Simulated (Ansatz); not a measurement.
# C3H5ClO2: the cost of one run

All numbers below are computed with Ansatz 0.2.0 (RKS PBE0/def2-mTZVP).

## (1) The system as given

Bond lengths: C1–C2 1.536 Å, C2–O3 1.438 Å, O3–C4 1.355 Å, C4–Cl5 1.729 Å, C2–O6 1.435 Å, C4–O6 1.454 Å, C1–H7 1.053 Å, C1–H8 1.062 Å, C1–H9 1.166 Å, C2–H10 1.103 Å, C4–H11 1.158 Å. Angles (14 of 20 angles, heavy atoms first): C1–C2–O3 111.4°, C1–C2–O6 114.7°, O3–C2–O6 88.2°, C2–O3–C4 90.6°, O3–C4–Cl5 118.5°, O3–C4–O6 90.8°, Cl5–C4–O6 114.5°, C2–O6–C4 86.9°, C1–C2–H10 113.3°, O3–C2–H10 114.4°, O6–C2–H10 112.5°, C2–C1–H7 112.1°, C2–C1–H8 108.9°, C2–C1–H9 107.7°.

As a file:

```xyz
11

C     0.2885   -0.5227    1.4995
C     0.3904    0.2942    0.2024
O     0.4533   -0.5609   -0.9522
C    -0.5305    0.1518   -1.5524
Cl   -0.1025    1.2427   -2.8232
O    -0.8608    0.7953   -0.2915
H     1.2003   -0.9865    1.7479
H    -0.5105   -1.2165    1.4065
H    -0.0086    0.2101    2.3570
H     1.1717    1.0719    0.2363
H    -1.4259   -0.5364   -1.8097
```

## (2) End point A

input.yaml

```yaml
crystal:
  periodic: [false, false, false]
  atoms:
    - { symbol: C, position_ang: [0.2885, -0.5227, 1.4995] }
    - { symbol: C, position_ang: [0.3904, 0.2942, 0.2024] }
    - { symbol: O, position_ang: [0.4533, -0.5609, -0.9522] }
    - { symbol: C, position_ang: [-0.5305, 0.1518, -1.5524] }
    - { symbol: Cl, position_ang: [-0.1025, 1.2427, -2.8232] }
    - { symbol: O, position_ang: [-0.8608, 0.7953, -0.2915] }
    - { symbol: H, position_ang: [1.2003, -0.9865, 1.7479] }
    - { symbol: H, position_ang: [-0.5105, -1.2165, 1.4065] }
    - { symbol: H, position_ang: [-0.0086, 0.2101, 2.357] }
    - { symbol: H, position_ang: [1.1717, 1.0719, 0.2363] }
    - { symbol: H, position_ang: [-1.4259, -0.5364, -1.8097] }
basis:
  gaussian: { orbitals: def2-mTZVP }
hamiltonian:
  xc: pbe0
relax:
  f_tol: 0.015
  max_steps: 40
output:
  orbitals: {}
```

Run with:

```console
> ansatz run input.yaml --threads 2 --pin off --max-ram 3072MiB --backend cpu --events-out ev --progress --plain --runs-dir out
```

**Question.** How long does this run take on 2 threads of Arm Neoverse V1, shared host, and how much memory does it need?

About 37 s, with a peak of 0.39 GiB.
